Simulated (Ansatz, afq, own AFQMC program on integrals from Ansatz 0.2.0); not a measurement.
Two steps: Ansatz 0.2.0 writes the Fock matrix and Cholesky factors of the valence space, and afq projects on them the lowest state that overlaps trial and start.

```yaml
crystal:
  periodic: [false, false, false]
  atoms:
    - {symbol: Si, position_ang: [-0.003058, 0.070417, -0.089760]}
    - {symbol: H, position_ang: [-0.003058, -1.222730, -0.834492]}
    - {symbol: H, position_ang: [0.530658, -0.412386, 1.838299]}
    - {symbol: H, position_ang: [-0.442379, -0.326995, 1.497294]}
basis:
  gaussian: {orbitals: 6-31G}
total_charge: 1
magnetization: {spin_polarized: true, initial_magnetization: 2}
correlation: {method: ccsd_t, electrons: outside_noble_gas, hamiltonian_folder: ham}
```

```sh
$ ansatz run in.yaml --threads 1 --pin off --events-out ev --progress --plain --max-ram 24576MiB --backend cuda --devices 0, --max-vram 18GiB
```

afq runs on the folder ham with

```
--method phaseless --trial cisd --walkers 4000 --populations 20 --least-time 60 --time-step 0.005 --steps-per-block 50 --equilibration-blocks 28 --max-blocks 4000 --target-error 0.00015 --factor-cut 1e-05 --start spin_pure --seed 7521 --release-times 0.24,0.51,0.99,1.62,2.4 --release-step 0.03 --release-every 3 --taylor-order 6
```

Times are imaginary, in 1/Eh. The walk had a cap of 122 s. With eight or more populations the least sampling time is a fifth of least-time, and the error comes from their spread.

```
orbitals 14  electrons 4 2  factors 84 of 236
reference energy -290.16849645 Eh
CCSD correlation -0.06521420 Eh in 12 cycles, weight of the determinant in the CISD state 0.9399
energy of the start -290.233665 Eh
 block  time / (1/Eh)  mean weight  energy / Eh
     1     0.250  1.0000  -290.233467
     2     0.500  1.0001  -290.233527
     3     0.750  1.0001  -290.233672
     4     1.000  1.0001  -290.233857
     5     1.250  0.9999  -290.233986
     8     2.000  1.0000  -290.234352
    11     2.750  0.9999  -290.234591
    14     3.500  1.0001  -290.234671
    17     4.250  1.0000  -290.234843
    20     5.000  1.0000  -290.234832
    23     5.750  1.0000  -290.234932
    26     6.500  1.0001  -290.234970
    29     7.250  1.0001  -290.234945
    32     8.000  1.0002  -290.234862
    35     8.750  1.0000  -290.234891
    38     9.500  1.0002  -290.234768
    41    10.250  1.0000  -290.235074
    44    11.000  0.9999  -290.234955
    47    11.750  1.0001  -290.234787
    50    12.500  0.9999  -290.234929
    53    13.250  1.0001  -290.234944
    56    14.000  1.0000  -290.235053
    58    14.500  1.0000  -290.235181
    59    14.750  1.0000  -290.235098
    62    15.500  1.0000  -290.234992
    65    16.250  0.9999  -290.234885
    68    17.000  1.0000  -290.234987
    70    17.500  0.9999  -290.234763
    71    17.750  0.9999  -290.234771
    74    18.500  1.0001  -290.234868
    77    19.250  1.0000  -290.234826
    78    19.500  0.9999  -290.234803
error from the spread of 20 populations
released: time / (1/Eh)  energy / Eh  error  mean overlap
  0.24  -290.234927  0.000018  1.0020
  0.51  -290.234944  0.000017  1.0038
  0.99  -290.234978  0.000017  1.0017
  1.62  -290.234989  0.000012  1.0019
  2.40  -290.234997  0.000016  1.0028
energy -290.234915 +/- 0.000021 Eh
(rows thinned)
```

**Question.** Estimate how long the walk took on 1 × NVIDIA H100 80GB HBM3 with 2 threads of AMD EPYC 7R13 Processor (Zen 3) (shared host) (the card was shared).

**Answer.** 25 s of wall time.

The run passed its tests (sampling time, drift between the halves within three errors, error under three times the target), which doesn't prove that it has relaxed.

Against this walk (error 0.6 meV) on the same determinant: CCSD(T) 9.5 meV higher, CCSDT(Q) 3.1 meV lower, CCSDTQ 3.3 meV lower, full CI 3.3 meV lower. The error is statistical and leaves out the bias of the constraint. Released to 2.40 1/Eh the energy lies 2.2 ± 0.7 meV (both errors) below the phaseless value, which shows part or all of the bias of the constraint, and full CI lies 1.1 meV below the released value.

Cautions: constraint bias not in the error; lower spins were not checked.

CCSDT and higher add their correlation energy to the determinant of the CCSD(T) run, since their own runs factorise the integrals more tightly (a shift of under 2 meV).
